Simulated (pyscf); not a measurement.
# Insertion: HO–PH₂ (SMILES OP) + SiH₂ (SMILES [SiH2]) [singlet] → HO–SiH₂–PH₂ (SMILES O[SiH2]P)

Gas phase, singlet surface, charge 0. Bonds broken: P1–O2. Bonds formed: P1–Si6, O2–Si6. Structures and frequencies: ωB97X-D3(BJ)/def2-SVP in PySCF. MP2 and CC: frozen core, UHF for open shells. ΔMP2 is the change of the MP2 total energy from the triple- to the quadruple-zeta basis.

Transition state (Å):

```xyz
8

P     -0.8955     1.6185    -0.0724
O      0.0484    -0.0576    -0.3730
H     -0.1400     2.3368     0.8916
H     -0.0285     2.0645    -1.1506
H     -0.0648    -0.5115    -1.2246
Si    -0.7806    -0.5240     1.2085
H     -1.8017    -1.5367     0.7534
H      0.2372    -1.4007     1.8958
```

One imaginary mode, 475i cm⁻¹; descent along it reached the two sides named, in the forms told below.

| bond | change | reactant side (Å) | saddle | product side |
|---|---|---|---|---|
| P1–O2 | breaks | 1.714 | 1.947 | 3.1 |
| P1–Si6 | forms | 3.3 | 2.499 | 2.242 |
| O2–Si6 | forms | 2.033 | 1.845 | 1.670 |

Electronic energies relative to the separated reactants (kcal/mol):

| level | barrier | reaction energy | reverse barrier |
|---|---|---|---|
| ωB97X-D3(BJ)/def2-TZVP | -9.0 | -91.5 | 82.6 |
| PBE/def2-TZVP | -14.3 | -85.6 | 71.3 |
| r²SCAN/def2-TZVP | -14.5 | -91.9 | 77.5 |
| B3LYP-D3(BJ)/def2-TZVP | -8.0 | -84.7 | 76.7 |
| PBE0-D3(BJ)/def2-TZVP | -12.1 | -89.7 | 77.6 |
| M06-2X/def2-TZVP | -6.8 | -85.4 | 78.6 |
| ωB97M-D3(BJ)/def2-TZVP | -4.8 | -83.3 | 78.5 |
| HF/def2-TZVP | 13.1 | -79.9 | 93.0 |
| MP2/def2-QZVPP | -8.3 | -91.3 | 83.0 |
| CCSD/def2-TZVPP | 0.1 | -83.2 | 83.3 |
| CCSD(T)/def2-TZVPP | -3.7 | -84.5 | 80.8 |
| CCSD(T)/def2-TZVPP + ΔMP2(QZVPP) | -4.8 | -85.7 | 80.9 |

With CCSD(T)/def2-TZVPP + ΔMP2(QZVPP) energies and thermal terms (ideal gas, 1 atm, RRHO with modes under 100 cm⁻¹ raised to 100, one conformer, R ln 2 for rigid chiral ones), in kcal/mol:

```
T (K)   ΔH‡   ΔG‡     ΔH     ΔG
-----  ----  ----  -----  -----
298    -3.6   7.3  -83.1  -72.7
600    -3.4  18.3  -82.3  -62.4
900    -2.9  29.1  -81.3  -52.6
1200   -2.4  39.7  -80.3  -43.2
```

On the reactant side the descent ends in an adduct with a O–Si contact, 19.9 kcal/mol under the separated species and 10.9 kcal/mol under the saddle at ωB97X-D3(BJ)/def2-TZVP. At ωB97X-D3(BJ), PBE, r²SCAN, B3LYP-D3(BJ), PBE0-D3(BJ), M06-2X, ωB97M-D3(BJ), MP2, CCSD(T), CCSD(T) the saddle lies under the separated reactants, which points to a path from their complex (located at ωB97X-D3(BJ) alone). What is counted as formed (O–Si) is already present as a longer contact in the reactant adduct; forming that adduct is a step of its own. This is the saddle that the search found; another between the same sides may lie lower. The CCSD(T) − MP2 part came from Ansatz, without density fitting, on the same reference.
